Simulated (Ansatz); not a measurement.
BH3⁺, doublet: the ladder up to full CI

Geometry: a point of a breathe scan, not a stationary point.

```xyz
4

B     0.0000    0.0000    0.0754
H     0.0000    0.7939   -1.0912
H     0.0000    0.0000    1.3740
H     0.0000   -0.7939   -1.0912
```

Basis aug-cc-pVDZ; Ansatz 0.2.0. Only valence electrons are correlated (noble-gas cores frozen), which leaves 5 electrons in 49 orbitals. Prefix R: restricted or restricted open-shell reference; prefix U: unrestricted. Active spaces: pair = (3e, 3o) about the gap; valence = (5e, 7o) chosen from the atoms' valence shells.

Full CI is exact within this basis and frozen core; it isn't the basis-set limit. The frozen core follows each run's orbitals, which can shift R against U totals by a few meV.

For open shells CISD is restricted-active-space CI with the open shells as a complete middle space.

```
UHF ⟨S²⟩                          : 0.765
T1 diagnostic (RCCSD)             : 0.0195
largest doubles amplitude (RCCSD) : 0.047
T1 diagnostic (UCCSD)             : 0.0133
```

| level | E − E(full CI) (kJ/mol) | share of correlation (%) | wall time |
| --- | --- | --- | --- |
| RHF | 267.5 | 0.00 | – |
| UHF | 254.5 | 4.85 | – |
| RMP2 | 65.4 | 75.56 | – |
| UMP2 | 66.3 | 75.20 | – |
| CISD | 12.1 | 95.48 | 1 s |
| RCCSD | 6.2 | 97.67 | – |
| UCCSD | 6.0 | 97.77 | – |
| RCCSD(T) | 1.6 | 99.41 | 0.85 s |
| UCCSD(T) | 1.6 | 99.41 | 0.81 s |
| BCCD(T) | 1.6 | 99.41 | 1.2 s |
| RCCSDT | 0.1 | 99.96 | – |
| UCCSDT | 0.1 | 99.97 | – |
| RCCSDT(Q) | 0.0 | 99.99 | 15 s |
| UCCSDT(Q) | 0.0 | 100.00 | 14 s |
| CASSCF (pair space) | 223.6 | 16.43 | – |
| NEVPT2 (pair space) | 61.8 | 76.90 | 0.54 s |
| MRCISD (pair space) | 9.3 | 96.52 | – |
| MRCISD+Q (pair space) | -1.7 | 100.65 | 0.81 s |
| CASSCF (valence space) | 118.9 | 55.54 | – |
| NEVPT2 (valence space) | 36.0 | 86.56 | 0.84 s |
| MRCISD (valence space) | 4.0 | 98.49 | – |
| MRCISD+Q (valence space) | 1.3 | 99.53 | 1.7 s |

The correlation energy at full CI, counted from RHF, is -2.773 eV. That run took 91 s on 1 thread of Arm Neoverse V1, shared host over 5,503,856 determinants.

Times hold each run's SCF and search for its determinant on a shared host, so for small cases they say little of a method's own cost; they ran on 1 thread of Arm Neoverse V1.

More than 5 meV below full CI, which no variational method can be: MRCISD+Q (pair space).

The full-CI state has the irrep B2 of C2v, in the program's axes.

Natural occupations of full CI about the gap: 1.950 1.942 0.991 0.029 0.022 0.018 0.015 0.008 0.006 0.004; effectively unpaired electrons, Σ n²(2−n)², 1.03.
